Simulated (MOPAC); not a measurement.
MOPAC input (PM6):

```
PM6 1SCF UHF MS=0.5 GEO-OK AUX(PRECISION=9) THREADS=1
CH2NO

O    -0.22489627 1    1.19921299 1   -0.07691899 1
C    -0.43632120 1    0.02838055 1   -0.00994382 1
N     0.41790027 1   -0.99734550 1    0.06832224 1
H     0.07146814 1   -1.93733424 1    0.11876215 1
H     1.42032731 1   -0.84523444 1    0.07799705 1
```

Question: What heat of formation does the run end on, and which ionisation energy by Koopmans theorem?

Answer: -17.65 kcal/mol; 9.67 eV.
